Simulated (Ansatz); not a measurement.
# How far each method lies from UCCSDTQ for H$_{2}$Ge–B⁺, triplet

Geometry: that of the H2Ge–B, quartet, kept fixed.

```json
{"atom": "Ge", "x (Å)": "0.0000", "y (Å)": "0.0000", "z (Å)": "0.2232"}
{"atom": "B", "x (Å)": "0.0000", "y (Å)": "0.0000", "z (Å)": "-1.7074"}
{"atom": "H", "x (Å)": "0.0000", "y (Å)": "1.2593", "z (Å)": "1.1123"}
{"atom": "H", "x (Å)": "0.0000", "y (Å)": "-1.2593", "z (Å)": "1.1123"}
```

Basis cc-pVDZ; Ansatz 0.2.0. Only valence electrons are correlated (noble-gas cores and the filled d shells of p-block atoms frozen), which leaves 8 electrons in 36 orbitals. R marks a restricted (for open shells ROHF) determinant, U an unrestricted one. Active spaces: valence = (8e, 10o) chosen from the atoms' valence shells. No spin–orbit coupling is included, and no scalar relativity.

Full CI isn't at hand for all of this; UCCSDTQ serves as the reference, and is uncertain by about the last step of the cluster series. The frozen core follows each run's orbitals, which can shift R against U totals by a few meV for light atoms and by up to 0.1 eV past Ca.

The UHF ⟨S²⟩ is 2.004, the T1 diagnostic (RCCSD) is 0.0323 and the largest doubles amplitude (RCCSD) is 0.062. The T1 diagnostic (UCCSD) is 0.0288.

| level | E − E(UCCSDTQ) (kJ/mol) | share of correlation (%) | wall time |
| --- | --- | --- | --- |
| UHF | 378.2 | 1.12 | – |
| UMP2 | 101.7 | 73.41 | – |
| UCCSD | 15.1 | 96.05 | – |
| UCCSD(T) | 4.3 | 98.88 | 4.5 s |
| UCCSDT | 0.6 | 99.83 | – |
| UCCSDT(Q) | 0.1 | 99.97 | 12 s |

The correlation energy at UCCSDTQ, counted from RHF, is -3.965 eV. That run took 29 s on 2 threads of AMD EPYC 7R13 with a shared H100 80 GB, shared host.

Run but not shown, since their state or frozen core can't be matched to the reference's or they repeat it: RHF, RMP2, CISD, RCCSD, RCCSD(T), BCCD(T), RCCSDT, RCCSDT(Q), RCCSDTQ, CASSCF (valence space), NEVPT2 (valence space), MRCISD (valence space), MRCISD+Q (valence space).

Times hold each run's SCF and search for its determinant on a shared host, so for small cases they say little of a method's own cost; they ran on 1 thread of AMD EPYC 7R13.

Natural occupations of CASSCF (valence space) about the gap: 1.978 1.958 1.946 0.998 0.986 0.040 0.037 0.029 0.016 0.013; effectively unpaired electrons, Σ n²(2−n)², 2.04.
